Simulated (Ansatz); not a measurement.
Geometry optimisation, Ansatz, UKS CAM-B3LYP/cc-pVDZ.

Input file:

```yaml
crystal:
  periodic: [false, false, false]
  atoms:
    - { symbol: B, position_ang: [-0.697518, -0.443487, 0.571009] }
    - { symbol: "N", position_ang: [-0.299345, 0.96139, 0.721339] }
    - { symbol: H, position_ang: [-1.717891, -0.690875, -0.005707] }
    - { symbol: H, position_ang: [-0.00437, -1.278787, 1.087029] }
    - { symbol: H, position_ang: [0.756222, 0.206376, -1.201227] }
    - { symbol: O, position_ang: [0.906311, -0.598959, -1.719322] }
    - { symbol: H, position_ang: [0.457664, 1.260018, 1.323792] }
    - { symbol: H, position_ang: [-0.855687, 1.724723, 0.357448] }
    - { symbol: H, position_ang: [1.454514, -1.140398, -1.134262] }
magnetization:
  spin_polarized: true
basis:
  gaussian: { orbitals: cc-pVDZ }
hamiltonian:
  xc: cam_b3lyp
relax:
  f_tol: 0.03
  max_steps: 50
output:
  orbitals: {}
```

Command:

```bash
$ ansatz run input.yaml --threads 2 --pin off --max-ram 3072MiB --backend cpu --events-out ev --progress --plain --runs-dir out
```

Where does it end, and by what steps?

The run converged. After 8 steps the energy has fallen by 0.103 eV; O6 moved furthest, 0.06 Å.

```json
{"step": "0", "energy less start (eV)": "0.0000", "largest force component (eV/Å)": "2.419", "accepted": "yes"}
{"step": "1", "energy less start (eV)": "0.0547", "largest force component (eV/Å)": "2.028", "accepted": "no"}
{"step": "2", "energy less start (eV)": "-0.0801", "largest force component (eV/Å)": "0.709", "accepted": "yes"}
{"step": "3", "energy less start (eV)": "-0.0924", "largest force component (eV/Å)": "0.330", "accepted": "yes"}
{"step": "4", "energy less start (eV)": "-0.0962", "largest force component (eV/Å)": "0.191", "accepted": "yes"}
{"step": "5", "energy less start (eV)": "-0.1000", "largest force component (eV/Å)": "0.120", "accepted": "yes"}
{"step": "6", "energy less start (eV)": "-0.1004", "largest force component (eV/Å)": "0.347", "accepted": "yes"}
{"step": "7", "energy less start (eV)": "-0.1030", "largest force component (eV/Å)": "0.040", "accepted": "yes"}
{"step": "8", "energy less start (eV)": "-0.1032", "largest force component (eV/Å)": "0.016", "accepted": "yes"}
```

```xyz
9
Properties=species:S:1:pos:R:3
B -0.704 -0.401 0.594
N -0.332 0.935 0.732
H -1.723 -0.670 0.015
H -0.011 -1.247 1.102
H 0.808 0.198 -1.192
O 0.949 -0.581 -1.749
H 0.463 1.239 1.281
H -0.896 1.701 0.385
H 1.447 -1.173 -1.169
```

The run took 15 s on 2 threads of Arm Neoverse V2, with other jobs on the host, peak memory 0.18 GiB.
